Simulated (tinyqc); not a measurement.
Worked calculation: extended Hueckel theory, for BH3. One step of it, computed by the program tinyqc.

Problem. Orbitals. Solve H C = S C e through S^(-1/2); fill by pairs from the bottom, a degenerate level sharing its electrons equally; each orbital has its largest coefficient positive (the first on a tie).

H (eV), lower triangle:
```
             1B 2s      1B 2px     1B 2py     1B 2pz       2H 1s       3H 1s       4H 1s
1B 2s   -15.200000
1B 2px    0.000000   -8.500000
1B 2py    0.000000    0.000000  -8.500000
1B 2pz    0.000000    0.000000   0.000000  -8.500000
2H 1s   -11.792245  -10.026332   0.000000   0.048711  -13.600000
3H 1s   -11.784793    5.012645  -8.678851   0.048666   -1.918695  -13.600000
4H 1s   -11.784793    5.012645   8.678851   0.048666   -1.918695   -1.917843  -13.600000
```

overlap S, lower triangle:
```
           1B 2s     1B 2px     1B 2py     1B 2pz     2H 1s     3H 1s     4H 1s
1B 2s   1.000000
1B 2px  0.000000   1.000000
1B 2py  0.000000   0.000000   1.000000
1B 2pz  0.000000   0.000000   0.000000   1.000000
2H 1s   0.467946   0.518492   0.000000  -0.002519  1.000000
3H 1s   0.467651  -0.259219   0.448809  -0.002517  0.080617  1.000000
4H 1s   0.467651  -0.259219  -0.448809  -0.002517  0.080617  0.080582  1.000000
```

valence electrons = 6

Give: orbital energies; occupations; coefficients; sum of one-electron energies.

Solution.

orbital energies (eV): -19.4397  -14.4581  -14.4575  -8.5001  6.8754  6.9001  15.4673

occupations: 2.0000  2.0000  2.0000  0.0000  0.0000  0.0000  0.0000

coefficients:
```
           MO1      MO2      MO3      MO4      MO5      MO6      MO7
1B 2s   0.5399   0.0000   0.0000   0.0048   0.0000  -0.0021   1.4173
1B 2px  0.0000   0.3823   0.0000   0.0000   0.0000   1.2787   0.0025
1B 2py  0.0000   0.0000   0.3823   0.0000   1.2782   0.0000   0.0000
1B 2pz  0.0000   0.0000   0.0000   1.0000   0.0000   0.0000  -0.0084
2H 1s   0.2833   0.6001   0.0000  -0.0014   0.0000  -0.9638  -0.7638
3H 1s   0.2831  -0.3003   0.5199  -0.0014  -0.8352   0.4838  -0.7606
4H 1s   0.2831  -0.3003  -0.5199  -0.0014   0.8352   0.4838  -0.7606
```

sum of one-electron energies = -96.7107 eV
